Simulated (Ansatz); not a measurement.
# What each rung costs, and what it gives

The pair of NH₃ (SMILES N, atoms 1–4) and CH₆Si (SMILES C[SiH3], atoms 5–12), both closed shells, in one local arrangement (a lower one may exist), relaxed at PBE0-D4/def2-TZVP:

```json
{"atom": "N1", "x (Å)": "-0.3145", "y (Å)": "0.4909", "z (Å)": "-2.0577"}
{"atom": "H2", "x (Å)": "-1.1287", "y (Å)": "1.0656", "z (Å)": "-1.8775"}
{"atom": "H3", "x (Å)": "0.4680", "y (Å)": "1.1197", "z (Å)": "-2.1917"}
{"atom": "H4", "x (Å)": "-0.4720", "y (Å)": "0.0155", "z (Å)": "-2.9379"}
{"atom": "C5", "x (Å)": "0.3168", "y (Å)": "-1.2990", "z (Å)": "0.9209"}
{"atom": "Si6", "x (Å)": "0.0611", "y (Å)": "0.5079", "z (Å)": "1.3118"}
{"atom": "H7", "x (Å)": "-0.4179", "y (Å)": "-1.9184", "z (Å)": "1.4404"}
{"atom": "H8", "x (Å)": "1.3135", "y (Å)": "-1.6267", "z (Å)": "1.2249"}
{"atom": "H9", "x (Å)": "0.2073", "y (Å)": "-1.4438", "z (Å)": "-0.1552"}
{"atom": "H10", "x (Å)": "-1.2994", "y (Å)": "0.9683", "z (Å)": "0.9205"}
{"atom": "H11", "x (Å)": "1.0632", "y (Å)": "1.3677", "z (Å)": "0.6247"}
{"atom": "H12", "x (Å)": "0.2026", "y (Å)": "0.7524", "z (Å)": "2.7766"}
```

Interaction energies are counterpoise-corrected; the time is that of the whole pair.

Computed with Ansatz 0.2.0 (basis: as named in each row); correlated methods freeze the cores. B3LYP uses VWN-RPA correlation. Extrapolation: Hartree–Fock as exp(−7.88 √X), correlation as X^−2.97.

Times are rough, for one single point on 4 threads of a shared host (AMD EPYC 9R45).

The estimate by CCSD(T) at an estimated basis limit (MP2 extrapolated from triple and quadruple zeta, plus CCSD(T) − MP2 in triple zeta) is -2.41 kcal/mol.

```
   method        basis  time (s)  interaction energy (kcal/mol)  method less estimate
       HF       STO-3G   under 1                           0.16                  2.57
   PBE-D4       STO-3G   under 1                          -1.46                  0.95
    SPW92     def2-SVP   under 1                          -4.13                 -1.72
 B3LYP-D4        6-31G   under 1                          -2.69                 -0.28
   PBE-D4     def2-SVP   under 1                          -2.88                 -0.47
  PBE0-D4     def2-SVP   under 1                          -2.83                 -0.42
   PBE-D4  def2-TZVPPD   under 1                          -2.62                 -0.22
revPBE-D4  def2-TZVPPD   under 1                          -2.25                  0.16
  CCSD(T)     def2-SVP   under 1                          -1.40                  1.00
  BLYP-D4  def2-TZVPPD   under 1                          -2.20                  0.21
  PBE0-D4  def2-TZVPPD   under 1                          -2.52                 -0.11
 B3LYP-D4  def2-TZVPPD         1                          -2.36                  0.04
  wB97M-V     def2-SVP         1                          -2.69                 -0.29
 HSE06-D4  def2-TZVPPD         1                          -2.49                 -0.09
r2SCAN-D4  def2-TZVPPD         1                          -2.37                  0.04
   B2PLYP  def2-TZVPPD         2                          -1.29                  1.11
   B97M-V  def2-TZVPPD         2                          -2.68                 -0.28
  wB97X-V  def2-TZVPPD         2                          -2.40                  0.00
  wB97M-V  def2-TZVPPD         3                          -2.53                 -0.12
      MP2  def2-QZVPPD         7                          -2.27                  0.14
  CCSD(T)  def2-TZVPPD        31                          -2.14                  0.27
```

No T1 diagnostic of these runs exceeds 0.010.
